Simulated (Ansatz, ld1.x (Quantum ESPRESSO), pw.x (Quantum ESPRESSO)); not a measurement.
## Equation-of-state test of one TM potential (H (Z = 1))

```json
{"Element": "hydrogen (H)", "Generator": "ld1.x (Quantum ESPRESSO) 7.5", "Type": "norm-conserving Troullier–Martins (Kleinman–Bylander form)", "Functional": "PBEsol", "Relativity": "scalar-relativistic", "Frozen core": "none", "Valence charge": "1", "Reference configuration": "1s1", "Partial waves": "2p channel at -0.1 Ry: rc 1.20 bohr; 1s (bound): rc 1.30 bohr", "Local potential": "the s channel", "Core correction": "none"}
```

Atomic tests: cutoffs needed: 18 Ry and 35 Ry (the cutoffs (Ry, on a coarse ladder) from which the occupation-weighted sum of valence levels, in a spherical-Bessel basis at the reference potential, stays within 10 and 1 mRy of its value at 400 Ry); ghost test: no extra level below or beside the all-electron valence levels (p, s, d, f tested) (spherical-Bessel basis up to 400 Ry, 20 bohr box).

Crystal test: fcc H in pw.x 7.5, no spin, 18³ k-points, Fermi–Dirac smearing 0.01 Ry, cutoffs 45/180 Ry. The reference is all-electron LAPW (Ansatz 0.2.0) with the same functional, mesh and smearing; V0 and B0 come from Birch–Murnaghan fits to the pressures at five volumes. Errors are pseudo minus all-electron; Δ is the rms difference of the E(V) curves that follow from these fits, minima aligned, over ±6 % about the mean V0. Mesh and smearing are coarse, so the numbers serve the comparison and aren't converged zero-temperature values; the lattice is a test structure that the element need not adopt.

All-electron: a0 = 2.267 Å (V0 = 2.91 Å³/atom), B0 = 114.1 GPa.

Task: How far does the potential miss the all-electron equation of state?

Result: mean pressure error (GPa): +0.72; a0 (Å): 2.272; a0 error (%): +0.21; B0 error (%): -0.1; Δ (meV/atom): 0.5.

```tsv
V (Å³/atom)	P all-electron (GPa)	P pseudo (GPa)
2.771	6.23	7.08
2.844	2.90	3.67
2.917	-0.10	0.61
2.990	-2.80	-2.14
3.063	-5.23	-4.62
```

Task: At the middle volume, how do free energy and pressure move when the wave cutoff is lowered (ecutrho kept at four times it)?

Result:

```tsv
cutoff (Ry)	shift of F (meV/atom)	shift of P (GPa)
20	+115.5	-11.44
27	+29.6	-4.72
36	+3.2	-1.05
```

The run at the middle volume (195 k-points, 3 iterations) took about 1.1 s on one core of a shared host (Neoverse-V1, 32 threads, 247 GiB, load 27).
